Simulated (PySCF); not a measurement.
**SiH4 (SMILES [H][Si]([H])([H])[H]) at B3LYP/STO-3G**

What is the energy change on altering one bond length of SiH4 at B3LYP/STO-3G? 

The calculation is run with PySCF 2.14.0.

13 further runs of the same task are left out: 1 that didn't finish, 12 set aside as unsound or not needed.

## Step 1: The structure to begin with

SiH4 has 5 atoms, charge 0, and is taken as a singlet. As SMILES, `[H][Si]([H])([H])[H]`. The coordinates come from a GFN2-xTB relaxation.

Bond lengths: Si1–H2 1.461 Å, Si1–H3 1.461 Å, Si1–H4 1.461 Å, Si1–H5 1.461 Å. Angles: H2–Si1–H3 109.5°, H2–Si1–H4 109.5°, H2–Si1–H5 109.5°, H3–Si1–H4 109.5°, H3–Si1–H5 109.5°, H4–Si1–H5 109.5°.

## Step 2: The energy at B3LYP/STO-3G

Contents of geometry.xyz:

```xyz
5

Si     0.000060    -0.000040     0.000090
H      0.011300    -0.019430     1.460880
H      1.373450     0.011260    -0.497760
H     -0.696580     1.196700    -0.465720
H     -0.688230    -1.188490    -0.497490
```

Contents of input.py:

```python
# SiH4
from pyscf import gto, dft

system = gto.M(
    atom='geometry.xyz',
    spin=0,
    basis='sto-3g',
    max_memory=1860,
    verbose=4,
)

ks = dft.RKS(system, xc='b3lyp')
ks.conv_tol = 1e-10
ks.grids.level = 5
ks.kernel()
if not ks.converged:
    ks = ks.newton().run(ks.mo_coeff, ks.mo_occ)

e_tot = ks.e_tot
print(f'total energy: {e_tot:.8f} hartree')
```

Started as:

```bash
$ OMP_NUM_THREADS=1 python input.py
```

Output:

```text
PySCF version 2.14.0

[INPUT] num. atoms = 5
[INPUT] num. electrons = 18
[INPUT] charge = 0
[INPUT] spin (= nelec alpha-beta = 2S) = 0
[INPUT] symmetry False subgroup None
[INPUT] Mole.unit = angstrom
[INPUT] Symbol           X                Y                Z      unit          X                Y                Z       unit  Magmom
[INPUT]  1 Si     0.000060000000  -0.000040000000   0.000090000000 AA    0.000113383567  -0.000075589045   0.000170075351 Bohr   0.0
[INPUT]  2 H      0.011300000000  -0.019430000000   1.460880000000 AA    0.021353905208  -0.036717378600   2.760663100855 Bohr   0.0
[INPUT]  3 H      1.373450000000   0.011260000000  -0.497760000000 AA    2.595444345784   0.021278316163  -0.940630075764 Bohr   0.0
[INPUT]  4 H     -0.696580000000   1.196700000000  -0.465720000000 AA   -1.316345423850   2.261435253267  -0.880083250732 Bohr   0.0
[INPUT]  5 H     -0.688230000000  -1.188490000000  -0.497490000000 AA   -1.300566210709  -2.245920601784  -0.940119849710 Bohr   0.0

nuclear repulsion = 21.6157469567135
number of shells = 9
number of NR pGTOs = 39
number of NR cGTOs = 13
basis = sto-3g
ecp = {}

******** <class 'pyscf.dft.rks.RKS'> ********
method = RKS
initial guess = minao
damping factor = 0
level_shift factor = 0
DIIS = <class 'pyscf.scf.diis.CDIIS'>
diis_start_cycle = 1
diis_space = 8
diis_damp = 0
SCF conv_tol = 1e-10
SCF conv_tol_grad = None
SCF max_cycles = 50
direct_scf = True
direct_scf_tol = 1e-13
XC library pyscf.dft.libxc version 7.0.0
    S. Lehtola, C. Steigemann, M. J.T. Oliveira, and M. A.L. Marques.,  SoftwareX 7, 1–5 (2018)
XC functionals = b3lyp
    P. J. Stephens, F. J. Devlin, C. F. Chabalowski, and M. J. Frisch.,  J. Phys. Chem. 98, 11623 (1994)
radial grids:
    Treutler-Ahlrichs [JCP 102, 346 (1995); DOI:10.1063/1.469408] (M4) radial grids

becke partition: Becke, JCP 88, 2547 (1988); DOI:10.1063/1.454033
pruning grids: <function nwchem_prune>
grids dens level: 5
symmetrized grids: False
atomic radii adjust function: <function treutler_atomic_radii_adjust>
small_rho_cutoff = 0
Set gradient conv threshold to 1e-05
Initial guess from minao.
tot grids = 137712
init E= -288.105391800448
  HOMO = -0.343779100927503  LUMO = 0.237847743577175  gap/eV = 15.82687
cycle= 1 E= -288.525633685516  delta_E= -0.42  |g|= 0.109  |ddm|= 2.06
  HOMO = -0.301717637296211  LUMO = 0.317818708326072  gap/eV = 16.85844
cycle= 2 E= -288.528548352886  delta_E= -0.00291  |g|= 0.0668  |ddm|= 0.297
  HOMO = -0.294808574954371  LUMO = 0.324255671751652  gap/eV = 16.84560
cycle= 3 E= -288.530280939802  delta_E= -0.00173  |g|= 0.000742  |ddm|= 0.114
  HOMO = -0.295001681059858  LUMO = 0.324224213540006  gap/eV = 16.84999
cycle= 4 E= -288.530281279386  delta_E= -3.4e-07  |g|= 7.39e-05  |ddm|= 0.00195
  HOMO = -0.294991251318566  LUMO = 0.324233776676715  gap/eV = 16.84997
cycle= 5 E= -288.53028128181  delta_E= -2.42e-09  |g|= 5.32e-07  |ddm|= 0.000136
  HOMO = -0.294990878109574  LUMO = 0.324233964326157  gap/eV = 16.84997
cycle= 6 E= -288.530281281809  delta_E= 7.39e-13  |g|= 1.29e-07  |ddm|= 1.32e-06
  HOMO = -0.294990897576114  LUMO = 0.324233964324363  gap/eV = 16.84997
Extra cycle  E= -288.530281281809  delta_E= 5.68e-14  |g|= 5.1e-08  |ddm|= 4.2e-07
converged SCF energy = -288.530281281809
total energy: -288.53028128 hartree
```

Wall time 1.7 s (1 thread of Arm Neoverse V1, shared host); peak memory 0.17 GiB.

## Step 3: The distorted shape

Contents of run.py:

```python
from pyscf import gto, dft

mol = gto.M(
    atom=[
    ('Si', (-1.098660, -0.009080, 0.398373)),
    ('H', (-1.087420, -0.028470, 1.859163)),
    ('H', (1.373450, 0.011260, -0.497760)),
    ('H', (-1.795300, 1.187660, -0.067437)),
    ('H', (-1.786950, -1.197530, -0.099207)),
],
    max_memory=1860,
    basis='sto-3g',
    verbose=4,
)

myscf = dft.RKS(mol)
myscf.xc = 'b3lyp'
myscf.conv_tol = 1e-10
myscf.grids.level = 5
myscf.kernel()
if not myscf.converged:
    myscf = myscf.newton().run(myscf.mo_coeff, myscf.mo_occ)

etot = myscf.e_tot
print('E(%s) = %.9f' % ('B3LYP', etot))
```

Started as:

```bash
$ OMP_NUM_THREADS=1 python run.py
```

Output:

```text
PySCF version 2.14.0

[INPUT] num. atoms = 5
[INPUT] num. electrons = 18
[INPUT] charge = 0
[INPUT] spin (= nelec alpha-beta = 2S) = 0
[INPUT] symmetry False subgroup None
[INPUT] Mole.unit = angstrom
[INPUT] Symbol           X                Y                Z      unit          X                Y                Z       unit  Magmom
[INPUT]  1 Si    -1.098660000000  -0.009080000000   0.398373000000 AA   -2.076166504015  -0.017158713211   0.752815865421 Bohr   0.0
[INPUT]  2 H     -1.087420000000  -0.028470000000   1.859163000000 AA   -2.054925982375  -0.053800502766   3.513308890925 Bohr   0.0
[INPUT]  3 H      1.373450000000   0.011260000000  -0.497760000000 AA    2.595444345784   0.021278316163  -0.940630075764 Bohr   0.0
[INPUT]  4 H     -1.795300000000   1.187660000000  -0.067437000000 AA   -3.392625311432   2.244352129101  -0.127437460662 Bohr   0.0
[INPUT]  5 H     -1.786950000000  -1.197530000000  -0.099207000000 AA   -3.376846098292  -2.263003725950  -0.187474059640 Bohr   0.0

nuclear repulsion = 19.1623150634611
number of shells = 9
number of NR pGTOs = 39
number of NR cGTOs = 13
basis = sto-3g
ecp = {}

******** <class 'pyscf.dft.rks.RKS'> ********
method = RKS
initial guess = minao
damping factor = 0
level_shift factor = 0
DIIS = <class 'pyscf.scf.diis.CDIIS'>
diis_start_cycle = 1
diis_space = 8
diis_damp = 0
SCF conv_tol = 1e-10
SCF conv_tol_grad = None
SCF max_cycles = 50
direct_scf = True
direct_scf_tol = 1e-13
XC library pyscf.dft.libxc version 7.0.0
    S. Lehtola, C. Steigemann, M. J.T. Oliveira, and M. A.L. Marques.,  SoftwareX 7, 1–5 (2018)
XC functionals = b3lyp
    P. J. Stephens, F. J. Devlin, C. F. Chabalowski, and M. J. Frisch.,  J. Phys. Chem. 98, 11623 (1994)
radial grids:
    Treutler-Ahlrichs [JCP 102, 346 (1995); DOI:10.1063/1.469408] (M4) radial grids

becke partition: Becke, JCP 88, 2547 (1988); DOI:10.1063/1.454033
pruning grids: <function nwchem_prune>
grids dens level: 5
symmetrized grids: False
atomic radii adjust function: <function treutler_atomic_radii_adjust>
small_rho_cutoff = 0
Set gradient conv threshold to 1e-05
Initial guess from minao.
tot grids = 137712
init E= -287.912853627274
  HOMO = -0.20254669465006  LUMO = -0.061474086874186  gap/eV = 3.83878
cycle= 1 E= -288.29382242786  delta_E= -0.381  |g|= 0.267  |ddm|= 2.15
  HOMO = -0.15771999974762  LUMO = 0.0758669225498968  gap/eV = 6.35622
cycle= 2 E= -288.069175525993  delta_E= 0.225  |g|= 0.486  |ddm|= 2.01
  HOMO = -0.150857322484169  LUMO = 0.0103219991325957  gap/eV = 4.38591
cycle= 3 E= -288.330686712411  delta_E= -0.262  |g|= 0.127  |ddm|= 1.76
  HOMO = -0.149275274896245  LUMO = 0.0115033001949643  gap/eV = 4.37501
cycle= 4 E= -288.335960150324  delta_E= -0.00527  |g|= 0.0949  |ddm|= 0.0822
  HOMO = -0.154254199231859  LUMO = 0.00916490926672409  gap/eV = 4.44686
cycle= 5 E= -288.340920370825  delta_E= -0.00496  |g|= 0.0385  |ddm|= 0.123
  HOMO = -0.152964038849294  LUMO = 0.0100877869790627  gap/eV = 4.43687
cycle= 6 E= -288.341883119105  delta_E= -0.000963  |g|= 0.0084  |ddm|= 0.0684
  HOMO = -0.15240167375655  LUMO = 0.0103359511910783  gap/eV = 4.42832
cycle= 7 E= -288.341930532158  delta_E= -4.74e-05  |g|= 0.000426  |ddm|= 0.018
  HOMO = -0.152351442544405  LUMO = 0.0103559305467198  gap/eV = 4.42749
cycle= 8 E= -288.341930655729  delta_E= -1.24e-07  |g|= 2.59e-05  |ddm|= 0.000911
  HOMO = -0.152349820576645  LUMO = 0.0103567974081466  gap/eV = 4.42747
cycle= 9 E= -288.341930656182  delta_E= -4.52e-10  |g|= 1.25e-06  |ddm|= 5.57e-05
  HOMO = -0.152349758540662  LUMO = 0.0103568353193264  gap/eV = 4.42747
cycle= 10 E= -288.341930656183  delta_E= -7.96e-13  |g|= 8.18e-08  |ddm|= 2.62e-06
  HOMO = -0.152349735031438  LUMO = 0.0103568464506226  gap/eV = 4.42747
Extra cycle  E= -288.341930656182  delta_E= 1.14e-13  |g|= 2.66e-07  |ddm|= 7.74e-07
converged SCF energy = -288.341930656182
E(B3LYP) = -288.341930656
```

Wall time 2.1 s (1 thread of Arm Neoverse V1, shared host); peak memory 0.17 GiB.

## Step 4: Results

At B3LYP/STO-3G:

```
                                                          quantity          value
                                         first shape: total energy  -288.53028 Eh
                                        first shape: dipole moment         0.00 D
                                          first shape: HOMO energy       -8.03 eV
                                          first shape: LUMO energy        8.82 eV
                                        first shape: HOMO–LUMO gap       16.85 eV
                                     distorted shape: total energy  -288.34193 Eh
                                    distorted shape: dipole moment         0.97 D
                                      distorted shape: HOMO energy       -4.15 eV
                                      distorted shape: LUMO energy        0.28 eV
                                    distorted shape: HOMO–LUMO gap        4.43 eV
energy change with the Si1–H3 bond stretched from 1.461 to 2.630 Å       5.125 eV
```

**Reading.** With the Si1–H3 bond stretched from 1.461 to 2.630 Å the energy rises by 5.13 eV (495 kJ/mol). The first shape isn't relaxed at this level, so the change isn't measured from a minimum. A restricted reference can't describe the breaking bond well at this length. The minimal basis adds a large error of its own.
